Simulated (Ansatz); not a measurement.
Geometry optimisation, RKS r2SCAN-D4/def2-SVP in Ansatz 0.2.0.

input.yaml

```yaml
crystal:
  periodic: [false, false, false]
  atoms:
    - { symbol: C, position_ang: [-1.1642, -0.3738, 0.013] }
    - { symbol: C, position_ang: [-0.0189, -0.2705, 0.0371] }
    - { symbol: S, position_ang: [1.6381, -0.1813, 0.0761] }
    - { symbol: H, position_ang: [-2.2014, -0.3771, -0.0342] }
    - { symbol: H, position_ang: [0.24456, 0.7836, -0.04989] }
basis:
  gaussian: { orbitals: def2-SVP }
hamiltonian:
  xc: r2scan
  dispersion: d4
relax:
  f_tol: 0.02
  max_steps: 50
```

Command:

```bash
$ ansatz run input.yaml --threads 1 --pin off --max-ram 2048MiB --backend cpu --events-out ev --progress --plain --runs-dir out
```

Problem. Where does it end, and by what steps?

Solution. It converged. After 13 steps the energy has fallen by 2.416 eV; H5 moved furthest, 1.23 Å. The start is strongly strained (largest force component 10 eV/Å), so its close contacts needn't be bonds. Parted: C2–H5.

| step | energy less start (eV) | largest force component (eV/Å) | accepted |
| --- | --- | --- | --- |
| 0 | 0.0000 | 10.149 | yes |
| 1 | -0.6899 | 1.163 | yes |
| 2 | -0.7274 | 0.703 | yes |
| 3 | -0.7392 | 0.820 | yes |
| 4 | -0.7711 | 0.859 | yes |
| 5 | -0.8137 | 1.120 | yes |
| 6 | -1.1694 | 1.400 | yes |
| 7 | -1.5048 | 2.921 | yes |
| 8 | -1.7811 | 3.526 | yes |
| 9 | -2.1385 | 1.796 | yes |
| 10 | -2.3562 | 0.375 | yes |
| 11 | -2.3808 | 2.359 | yes |
| 12 | -2.4143 | 0.348 | yes |
| 13 | -2.4158 | 0.018 | yes |

```xyz
5
Properties=species:S:1:pos:R:3
C -1.465 -0.574 0.014
C -0.279 -0.291 0.029
S 1.390 -0.049 0.064
H -2.513 -0.806 0.000
H 1.365 1.301 -0.065
```

Run time: 29 s on 1 thread of Arm Neoverse V1, with other jobs on the host, peak memory 0.11 GiB.
